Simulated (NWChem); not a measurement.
# C2H6Al (SMILES [CH2][AlH][CH3]) at 4 levels

Wanted: a comparison of 4 runs (UHF/STO-3G, UHF/3-21G, UB3LYP/6-31G*) of C2H6Al. 

The results are computed with NWChem 7.3.0.

### Step 1. Starting point

C2H6Al has 9 atoms, charge 0, and is taken as a doublet. SMILES: `[CH2][AlH][CH3]`. Geometry: relaxed at PBE0-D4/def2-TZVP. This is one conformer, not always the lowest.

Bond lengths: C1–Al2 1.929 Å, Al2–C3 1.952 Å, C1–H4 1.090 Å, C1–H5 1.089 Å, Al2–H6 1.591 Å, C3–H7 1.093 Å, C3–H8 1.095 Å, C3–H9 1.096 Å. Some angles: C1–Al2–C3 121.1°, C1–Al2–H6 118.2°, C3–Al2–H6 120.7°, Al2–C1–H4 124.3°, Al2–C1–H5 124.1°, Al2–C3–H7 113.1°, Al2–C3–H8 111.1°, Al2–C3–H9 110.6°, H4–C1–H5 111.6°, H7–C3–H8 108.0°.

### Step 2. Energy and forces at UHF/STO-3G (run 1)

Contents of run.py:

```python
from ase import Atoms
from ase.calculators.nwchem import NWChem

mol = Atoms('CAlCHHHHHH', positions=[
    [-1.001700, 0.881800, -1.329500],
    [0.228900, 0.665000, 0.139600],
    [0.616200, -1.098800, 0.880100],
    [-1.528100, 0.061200, -1.816400],
    [-1.257300, 1.842300, -1.775500],
    [0.918900, 1.966700, 0.740100],
    [0.137400, -1.910400, 0.327000],
    [1.694000, -1.291300, 0.896200],
    [0.280100, -1.162700, 1.921100],
])

calc = NWChem(
    label='calc',
    theory='scf',
    memory='2200 mb',
    basis='STO-3G',
    basispar='spherical bse',
    scf={'nopen': '1', 'uhf': None, 'thresh': '1e-08', 'maxiter': '80'},
)
mol.calc = calc

forces = mol.get_forces()
print(f"energy = {mol.get_potential_energy():.6f} eV")
print("forces (eV/A):")
for s, f in zip(mol.symbols, forces):
    print(f"{s:2s} {f[0]:10.5f} {f[1]:10.5f} {f[2]:10.5f}")
```

Run with:

```bash
$ export ASE_NWCHEM_COMMAND="nwchem PREFIX.nwi > PREFIX.nwo"
$ python run.py
```

The program printed:

```text
energy = -8633.783611 eV
forces (eV/A):
C     0.62853   -0.20111    0.76346
Al    0.46758    1.17222    0.36499
C    -0.08336    0.84759   -0.14177
H     0.12958    0.18548    0.12238
H     0.08089   -0.20785    0.12578
H    -1.05919   -2.09190   -0.90873
H     0.23870    0.31244    0.26482
H    -0.51443    0.01646   -0.06875
H     0.11164   -0.03332   -0.52219
```

The calculator wrote calc.nwi:

```
title "calc"

permanent_dir calc

scratch_dir calc

start calc

geometry units angstrom nocenter noautosym noautoz
  C  -1.0017000000000000e+00 8.8180000000000003e-01 -1.3294999999999999e+00
  Al 2.2889999999999999e-01 6.6500000000000004e-01 1.3960000000000000e-01
  C  6.1619999999999997e-01 -1.0988000000000000e+00 8.8009999999999999e-01
  H  -1.5281000000000000e+00 6.1199999999999997e-02 -1.8164000000000000e+00
  H  -1.2573000000000001e+00 1.8423000000000000e+00 -1.7755000000000001e+00
  H  9.1890000000000005e-01 1.9666999999999999e+00 7.4009999999999998e-01
  H  1.3739999999999999e-01 -1.9104000000000001e+00 3.2700000000000001e-01
  H  1.6940000000000000e+00 -1.2912999999999999e+00 8.9620000000000000e-01
  H  2.8010000000000002e-01 -1.1627000000000001e+00 1.9211000000000000e+00
end

memory 2200 mb

basis spherical bse noprint
   * library STO-3G
end

scf
  nopen 1
  uhf
  thresh 1e-08
  maxiter 80
end

task scf gradient
```

calc.nwo:

```text
Northwest Computational Chemistry Package (NWChem) 7.3.0
             --------------------------------------------------------

           Job information
           ---------------

    nwchem branch   = 7.3.0
    use scalapack   = T
    input           = calc.nwi
    prefix          = calc.
    data base       = calc/calc.db
    status          = startup
    nproc           =        1

           Memory information
           ------------------

    heap     =     72089594 doubles =      550.0 Mbytes
    stack    =     72089599 doubles =      550.0 Mbytes
    global   =    144179200 doubles =     1100.0 Mbytes (distinct from heap & stack)
    total    =    288358393 doubles =     2200.0 Mbytes
    verify   = yes
    hardfail = no

[... 37 lines left out ...]
            Nuclear Dipole moment (a.u.)
[... 86 lines left out ...]
 1-e energy   =    -618.454394
[... 7 lines left out ...]
         Quadratically convergent UHF
[... 14 lines left out ...]
       Final UHF  results
[... 3 lines left out ...]
      One electron energy =   -617.310831883338
[... 1 line left out ...]
 Nuclear repulsion energy =     89.004147893847
[... 37 lines left out ...]
          Final beta eigenvalues
[... 184 lines left out ...]
                     UHF Final Beta Molecular Orbital Analysis
[... 230 lines left out ...]
                         UHF ENERGY GRADIENTS

    atom               coordinates                        gradient
                 x          y          z           x          y          z
   1 C      -1.892939   1.666360  -2.512391   -0.012223   0.003911  -0.014847
   2 Al      0.432558   1.256668   0.263806   -0.009093  -0.022796  -0.007098
   3 C       1.164449  -2.076431   1.663148    0.001621  -0.016483   0.002757
[... 5 lines of this table left out ...]
   9 H       0.529312  -2.197184   3.630353   -0.002171   0.000648   0.010155

                 ----------------------------------------
                 |  Time  |  1-e(secs)   |  2-e(secs)   |
                 ----------------------------------------
                 |  CPU   |       0.00   |       0.14   |
                 ----------------------------------------
                 |  WALL  |       0.00   |       0.14   |
                 ----------------------------------------

 Task  times  cpu:        1.4s     wall:        1.4s
 Total times  cpu:        1.4s     wall:        1.4s
```

Wall time 2.6 s (1 thread of Intel Xeon Platinum 8488C (Sapphire Rapids), shared host); peak memory 0.099 GiB.

### Step 3. Energy and gradient at UHF/3-21G (run 2)

Contents of c2h6al.nw:

```
start c2h6al
memory stack 880 mb heap 220 mb global 1100 mb
charge 0
geometry noautosym nocenter noautoz
 C    -1.001700    0.881800   -1.329500
 Al    0.228900    0.665000    0.139600
 C     0.616200   -1.098800    0.880100
 H    -1.528100    0.061200   -1.816400
 H    -1.257300    1.842300   -1.775500
 H     0.918900    1.966700    0.740100
 H     0.137400   -1.910400    0.327000
 H     1.694000   -1.291300    0.896200
 H     0.280100   -1.162700    1.921100
end
basis spherical bse
 C library 3-21G
 Al library 3-21G
 H library 3-21G
end
scf
 doublet
 uhf
 thresh 1e-08
 maxiter 80
end
task scf gradient
```

Run with:

```bash
$ nwchem c2h6al.nw > c2h6al.out
```

The program printed:

```text
[...]
  functions       =    43
[...]
  wavefunction    = UHF
[...]
         Total SCF energy =   -319.345406862350
      One electron energy =   -617.503094606125
      Two electron energy =    209.153539849928
 Nuclear repulsion energy =     89.004147893847
                       Sz =      0.5000
                 Sz(Sz+1) =      0.7500
                      S^2 =      0.7586
[...]
                         UHF ENERGY GRADIENTS
    atom               coordinates                        gradient
                 x          y          z           x          y          z
   1 C      -1.892939   1.666360  -2.512391    0.012705  -0.002700   0.015236
   2 Al      0.432558   1.256668   0.263806   -0.002887  -0.006015  -0.002200
   3 C       1.164449  -2.076431   1.663148   -0.003840   0.013631  -0.007089
   4 H      -2.887690   0.115651  -3.432498   -0.003045  -0.003703  -0.002968
   5 H      -2.375952   3.481442  -3.355208   -0.001702   0.004475  -0.002670
   6 H       1.736469   3.716524   1.398586   -0.001874  -0.003217  -0.001681
   7 H       0.259648  -3.610133   0.617940   -0.002052  -0.003268  -0.002282
   8 H       3.201196  -2.440203   1.693572    0.003727   0.000159   0.000178
   9 H       0.529312  -2.197184   3.630353   -0.001033   0.000637   0.003476
[...]
```

It took 2.5 s on 1 thread of Intel Xeon Platinum 8488C (Sapphire Rapids), shared host; peak memory 0.096 GiB.

Run 3 isn't shown in full; the table further down has it.

### Step 4. Energy and forces at UB3LYP/6-31G(d) (Cartesian functions) (run 4)

Contents of sp.nw:

```
start sp
memory 2200 mb
charge 0

geometry noautosym nocenter noautoz
   C     -1.001700     0.881800    -1.329500
   Al     0.228900     0.665000     0.139600
   C      0.616200    -1.098800     0.880100
   H     -1.528100     0.061200    -1.816400
   H     -1.257300     1.842300    -1.775500
   H      0.918900     1.966700     0.740100
   H      0.137400    -1.910400     0.327000
   H      1.694000    -1.291300     0.896200
   H      0.280100    -1.162700     1.921100
end

basis "ao basis"
   * library 6-31G*
end

dft
   xc b3lyp
   mult 2
   grid xfine
   convergence energy 1e-08
   iterations 100
   mulliken
end

task dft gradient
```

Run with:

```bash
$ nwchem sp.nw > sp.out
```

The program printed:

```text
[...]
          Wavefunction type:  spin polarized.
          No. of atoms     :     9
          No. of electrons :    31
[...]
          Charge           :     0
          Spin multiplicity:     2
[...]
          AO basis - number of functions:    61
[...]
              XC Information
              --------------
                         B3LYP Method XC Potential
                     Hartree-Fock (Exact) Exchange  0.200
                        Slater Exchange Functional  0.800 local
                    Becke 1988 Exchange Functional  0.720 non-local
              Lee-Yang-Parr Correlation Functional  0.810
                  VWN I RPA Correlation Functional  0.190 local
[...]
 d= 0,ls=0.0,diis     1   -322.1692832913 -4.11D+02  4.62D-03  7.44D-02     3.9
[...]
 d= 0,ls=0.0,diis     9   -322.1977373065 -9.30D-09  1.22D-06  2.87D-09    34.3
[...]
         Total DFT energy =     -322.197737306529
      One electron energy =     -619.992926180973
           Coulomb energy =      240.535056777070
    Exchange-Corr. energy =      -31.744015796473
 Nuclear repulsion energy =       89.004147893847
[...]
      <S2> =      0.7526 (Exact =     0.7500)
[...]
  wavefunction    = open shell
                         DFT ENERGY GRADIENTS
    atom               coordinates                        gradient
                 x          y          z           x          y          z
   1 C      -1.892939   1.666360  -2.512391    0.000143  -0.000464   0.000226
   2 Al      0.432558   1.256668   0.263806   -0.000485  -0.002150  -0.000134
   3 C       1.164449  -2.076431   1.663148   -0.000294   0.000511  -0.000635
   4 H      -2.887690   0.115651  -3.432498    0.001070   0.001090   0.001099
   5 H      -2.375952   3.481442  -3.355208    0.000751  -0.001484   0.001110
   6 H       1.736469   3.716524   1.398586   -0.000381  -0.001045  -0.000306
   7 H       0.259648  -3.610133   0.617940    0.000681   0.001977   0.000711
   8 H       3.201196  -2.440203   1.693572   -0.002059   0.000902  -0.000074
   9 H       0.529312  -2.197184   3.630353    0.000575   0.000663  -0.001996
[...]
```

Run time: 41 s. Hardware: 1 thread of Intel Xeon Platinum 8488C (Sapphire Rapids), shared host; peak memory 0.14 GiB.

### Step 5. Overview of the runs

```
run                                level  iteration cap  module  energy (Eh)  dipole moment (D)  HOMO energy (eV)  LUMO energy (eV)  wall time
  1                           UHF/STO-3G             80     scf  -317.285698               0.08             -8.59              7.34      2.6 s
  2                            UHF/3-21G             80     scf  -319.345407               0.66            -10.29              1.05      2.5 s
  3  UB3LYP/6-31G* (spherical functions)            100     dft  -322.194550               0.89             -6.50             -2.83       39 s
  4  UB3LYP/6-31G* (Cartesian functions)            100     dft  -322.197737               0.89             -6.50             -2.83       41 s
```

### Step 6. Summary of results

| quantity | value |
| --- | --- |
| run 4: total energy | -322.19774 Eh |
| run 4: dipole moment | 0.89 D |
| run 4: HOMO energy (highest over α and β) | -6.50 eV |
| run 4: LUMO energy (lowest over α and β) | -2.83 eV |
| run 4: ⟨S²⟩ | 0.753 |
| run 4: largest force on an atom | 0.116 eV/Å |

**Reading.** The dipole moment (its size) runs from 0.08 D (UHF/STO-3G) to 0.89 D (UB3LYP/6-31G*). The two ends differ in method and basis. The two dipoles point in opposite directions. In run 1 the basis is minimal, so the values are rough. All runs together took 85 s, the longest 41 s.
